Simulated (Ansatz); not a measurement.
Results of G0W0@PBE (plane waves, hard PAW, contour deformation; Ansatz, an electronic-structure program) for hexagonal BN.

The same calculation (at the measured cell, 9.043 Å³/atom) with different numerical settings; throughout: k mesh 3×3×2:

```json
[
 {"run": "1", "response cutoff (eV)": "100", "empty bands": "151", "quasiparticle gap on the mesh (eV)": "6.144", "quasiparticle gap at Γ (eV)": "7.622", "rough time": "10 core-s"},
 {"run": "2", "response cutoff (eV)": "150", "empty bands": "277", "quasiparticle gap on the mesh (eV)": "6.311", "quasiparticle gap at Γ (eV)": "7.877", "rough time": "20 core-s"},
 {"run": "3", "response cutoff (eV)": "200", "empty bands": "427", "quasiparticle gap on the mesh (eV)": "6.391", "quasiparticle gap at Γ (eV)": "7.999", "rough time": "60 core-s"},
 {"run": "4", "response cutoff (eV)": "250", "empty bands": "596", "quasiparticle gap on the mesh (eV)": "6.434", "quasiparticle gap at Γ (eV)": "8.072", "rough time": "2 core-min"},
 {"run": "5", "response cutoff (eV)": "300", "empty bands": "784", "quasiparticle gap on the mesh (eV)": "6.460", "quasiparticle gap at Γ (eV)": "8.115", "rough time": "5 core-min"},
 {"run": "6", "response cutoff (eV)": "400", "empty bands": "1207", "quasiparticle gap on the mesh (eV)": "6.490", "quasiparticle gap at Γ (eV)": "8.162", "rough time": "10 core-min"}
]
```

In the column quasiparticle gap at Γ (eV) the first row differs from the last by -0.540 and the next to last by -0.047.

The last row is no converged limit: other settings stay fixed.
